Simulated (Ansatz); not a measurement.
## Scan of [AlH2···H···H], doublet

All five atoms lie in one plane.

Starting geometry:

```xyz
5

Al   -0.0857    0.0000    0.0000
H    -0.8787    1.3734    0.0000
H    -0.8787   -1.3734    0.0000
H     1.5001    0.0000    0.0000
H     2.5523    0.0000    0.0000
```

From there H4 is moved from one fragment to the other while all else, the fragments' distance too, stays fixed; atoms are numbered as listed. Energies are in eV, counted from the starting geometry at the same level.

Basis 6-31G; Ansatz 0.2.0. Correlated methods freeze the noble-gas cores. R marks a restricted (for open shells ROHF) determinant, U an unrestricted one.

Full CI is exact within this basis and frozen core; it isn't the basis-set limit. The frozen core follows each run's orbitals, which can shift R against U totals by a few meV.

| distance Al1-H4 (Å) | full CI | unpaired electrons (full CI) | error RHF | error UHF | error UMP2 | error RCCSD(T) | error UCCSDT | error UCCSDTQ |
| --- | --- | --- | --- | --- | --- | --- | --- | --- |
| 1.475 | 0.240 | 1.02 | -0.125 | -0.072 | -0.041 | -0.001 | 0.000 | 0.000 |
| 1.586 | 0.000 | 1.02 | 0.000 | 0.000 | 0.000 | 0.000 | 0.000 | 0.000 |
| 1.630 | -0.081 | 1.02 | 0.052 | 0.032 | 0.017 | 0.000 | 0.000 | 0.000 |
| 1.674 | -0.163 | 1.02 | 0.095 | 0.062 | 0.031 | 0.000 | 0.000 | 0.000 |
| 1.717 | -0.247 | 1.02 | 0.119 | 0.088 | 0.040 | 0.000 | 0.000 | 0.000 |
| 1.761 | -0.333 | 1.02 | 0.122 | 0.108 | 0.044 | 0.000 | 0.000 | 0.000 |
| 1.805 | -0.414 | 1.02 | 0.109 | 0.120 | 0.043 | -0.001 | 0.000 | 0.000 |
| 1.849 | -0.477 | 1.02 | 0.086 | 0.123 | 0.037 | -0.001 | 0.000 | 0.000 |
| 1.893 | -0.507 | 1.02 | 0.058 | 0.118 | 0.029 | -0.001 | -0.001 | 0.000 |

Unpaired electrons are Σ n²(2−n)² over natural occupations. Errors are those of relative energies. In total energy the starting point itself misses full CI by: RHF 1.933, UHF 1.796, UMP2 0.580, RCCSD(T) 0.012, UCCSDT 0.001, UCCSDTQ 0.000 eV.

Spread of the error over the points with a reference, to 1.893 Å (largest less smallest): UCCSDTQ 0.000, UCCSDT 0.001, RCCSD(T) 0.002, UMP2 0.086, UHF 0.195, RHF 0.247 eV.
